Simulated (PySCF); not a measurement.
One elementary step

Start structure (SiH5ClO, closed shell), relaxed at PBE0-D4/def2-TZVP:

```csv
atom,x (Å),y (Å),z (Å)
Si1,-0.7473,-0.0279,-0.7040
H2,0.4805,0.5241,-1.3168
H3,-0.6414,-1.4673,-0.3991
H4,-1.2180,0.7753,0.4448
Cl5,-2.2228,0.1509,-2.1536
H6,2.0895,-0.0679,0.9144
O7,1.2002,-0.2424,1.2321
H8,1.0721,0.3458,1.9801
```

The step: SiH₃Cl ([SiH3][Cl]) + H₂O → SiH₃ClO ([OH][SiH2][Cl]) + H₂; bonds formed: Si1–O7, H2–H6; bonds broken: Si1–H2, H6–O7. PySCF 2.14 with density fitting (its default auxiliary sets; JK sets also for MP2 and CCSD(T)); basis: def2-TZVPP and def2-QZVPP; cores frozen in the correlated methods. Extrapolation: Hartree–Fock as exp(−7.88 √X), correlation as X^−2.97. Energies below are by CCSD(T) at an estimated basis limit (MP2 extrapolated from triple and quadruple zeta, plus CCSD(T) − MP2 in triple zeta).

What are the electronic barrier and the energy of the step, from the start structure to the end structure? (Judge from chemistry; the value comes from the calculation.)

Computed: Barrier 1.789 eV; step energy -0.713 eV (downhill); reverse barrier, their difference, 2.502 eV. Barrier and step energy count from the start structure, the reverse barrier from the end structure.

The saddle point: One imaginary mode of 1328i cm⁻¹.
```tsv
pair	start (Å)	saddle (Å)	end (Å)
Si1–O7	2.75	1.86	1.63
H2–H6	2.81	1.10	0.75
Si1–H2	1.48	1.71	3.81
H6–O7	0.96	1.15	2.81
```

Zero-point energy (harmonic, PBE0-D4): ZPE is 1.356 eV at the start and 1.286 eV at the saddle, so the barrier goes from 1.789 to 1.719 eV.

T1 diagnostic: at most 0.011. The start structure is not quite a true minimum (one mode of 53i cm⁻¹).

Labels in which every atom is bracketed show which atoms are joined, not bond orders.

For scale, one of the runs: CCSD(T)/def2-TZVPP, 185 basis functions, launched by `OMP_NUM_THREADS=4 python run.py`. Hardware: 4 CPU threads of an Arm Neoverse V2, shared host. Wall time 3.7 min; peak host memory 1.9 GiB.
